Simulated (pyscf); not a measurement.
Structures and frequencies: ωB97X-D3(BJ)/def2-SVP in PySCF. Correlated levels are frozen-core, on RHF or UHF. ΔMP2 is the change of the MP2 total energy from the triple- to the quadruple-zeta basis.

PBE/def2-TZVP puts the barrier of silane (SiH₄) + F–SiH: [singlet] -> F–SiH₂–SiH₃ (insertion; singlet surface; H–Si broken, Si–Si, H–Si formed) at -17.9 kJ/mol and the reaction energy at -194.5 kJ/mol, from the separated reactants. What do M06-2X/def2-TZVP, ωB97M-D3(BJ)/def2-TZVP, CCSD(T)/def2-TZVPP + ΔMP2(QZVPP) give on the same structures?

M06-2X: ΔE‡ = 9.1 kJ/mol, ΔE = -190.2 kJ/mol; ωB97M-D3(BJ): ΔE‡ = 17.7 kJ/mol, ΔE = -178.6 kJ/mol; CCSD(T): ΔE‡ = 14.9 kJ/mol, ΔE = -190.3 kJ/mol. PBE's barrier lies under all of them, by 26.9 to 35.5 kJ/mol. Its reaction energy lies under all of them, by 4.1 to 15.9 kJ/mol. Low barriers are usual for a GGA, whose delocalisation error favours stretched bonds. On the reactant side the descent ends in a complex, 27.1 kJ/mol under the separated species and 21.1 kJ/mol under the saddle at ωB97X-D3(BJ)/def2-TZVP. At PBE the saddle lies under the separated reactants, which points to a path from their complex (located at ωB97X-D3(BJ) alone). At ωB97X-D3(BJ) the barrier from the zero used here is -6.0 kJ/mol. One saddle was located; it need not be the lowest between these sides. The CCSD(T) − MP2 part came from Ansatz, without density fitting, on the same reference.
